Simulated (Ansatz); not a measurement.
# A relaxation, step by step

BH4OF, singlet, PBE0-D4/def2-TZVP (Ansatz 0.2.0). Settings:

```yaml
hamiltonian: {xc: pbe0, dispersion: d4}
relax: {f_tol: 0.005, max_steps: 200}
```

Start, a step off a saddle point along its unstable mode:

```
7
angstrom
B -0.5859 -0.2319 -0.0795
O 0.8165 0.5464 -0.2951
H -1.1138 -0.3989 -1.1542
H -1.2201 0.3319 0.7876
H 1.0360 -0.2300 0.0489
F 0.1799 -1.3160 0.3725
H 0.8873 1.2986 0.3198
```

| step | energy less the last (meV) | largest force component (eV/Å) |
| --- | --- | --- |
| 1 | 1047.3 | 8.217 |
| 2 | 423.7 | 1.762 |
| 3 | 270.9 | 0.954 |
| 4 | 135.3 | 1.273 |
| 5 | 77.1 | 0.752 |
| 6 | 46.9 | 0.488 |
| 7 | 35.8 | 0.232 |
| 8 | 27.5 | 0.188 |
| 9 | 16.2 | 0.150 |
| 10 (rejected trial) | 60.4 | 1.217 |
| 11 | 6.3 | 0.063 |
| 12 | 2.0 | 0.042 |
| 13 (rejected trial) | 2.6 | 0.287 |
| 14 | 0.6 | 0.016 |
| 15 | 0.1 | 0.003 |
| 16 | 0.0 | 0.035 |
| 17 | 0.0 | 0.007 |
| 18 | 0.0 | 0.001 |

Step 2, positions (Å) and forces (eV/Å):

| atom | x | y | z | Fx | Fy | Fz |
| --- | --- | --- | --- | --- | --- | --- |
| B1 | -0.590 | -0.245 | -0.079 | -0.997 | 0.131 | -0.118 |
| O2 | 0.803 | 0.598 | -0.307 | -0.554 | 1.284 | -0.883 |
| H3 | -1.115 | -0.392 | -1.150 | 0.101 | -0.006 | 0.048 |
| H4 | -1.211 | 0.330 | 0.784 | 0.067 | -0.037 | -0.007 |
| H5 | 1.095 | -0.247 | 0.063 | 1.762 | -0.389 | 0.637 |
| F6 | 0.131 | -1.377 | 0.381 | -0.480 | -0.722 | 0.207 |
| H7 | 0.887 | 1.334 | 0.310 | 0.100 | -0.261 | 0.117 |

Step 8, positions (Å) and forces (eV/Å):

```
atom       x       y       z      Fx      Fy      Fz
  B1  -0.676  -0.328  -0.042  -0.019   0.093  -0.032
  O2   0.794   0.633  -0.286  -0.188  -0.033   0.025
  H3  -1.082  -0.441  -1.171   0.025   0.030   0.039
  H4  -1.270   0.387   0.735   0.018  -0.017  -0.053
  H5   1.496  -0.023  -0.197   0.101  -0.015  -0.005
  F6  -0.136  -1.466   0.502   0.043  -0.015   0.032
  H7   0.874   1.239   0.459   0.020  -0.044  -0.006
```

Step 14, positions (Å) and forces (eV/Å):

| atom | x | y | z | Fx | Fy | Fz |
| --- | --- | --- | --- | --- | --- | --- |
| B1 | -0.668 | -0.306 | -0.020 | 0.012 | 0.013 | -0.006 |
| O2 | 0.720 | 0.688 | -0.203 | -0.002 | 0.010 | -0.008 |
| H3 | -0.931 | -0.539 | -1.175 | -0.005 | -0.008 | 0.010 |
| H4 | -1.388 | 0.436 | 0.605 | -0.004 | -0.012 | -0.005 |
| H5 | 1.421 | 0.139 | -0.576 | 0.004 | 0.007 | -0.003 |
| F6 | -0.164 | -1.371 | 0.692 | -0.016 | -0.007 | 0.005 |
| H7 | 1.010 | 0.954 | 0.678 | 0.012 | -0.003 | 0.007 |

Last step (18):

B1  (-0.669, -0.304, -0.017)
O2  (0.716, 0.695, -0.190)
H3  (-0.911, -0.552, -1.173)
H4  (-1.404, 0.438, 0.587)
H5  (1.406, 0.172, -0.617)
F6  (-0.174, -1.360, 0.716)
H7  (1.036, 0.913, 0.694)
(Å)

Hardware: 2 CPU threads of an Arm Neoverse V2, shared host. Wall time about 21 s.
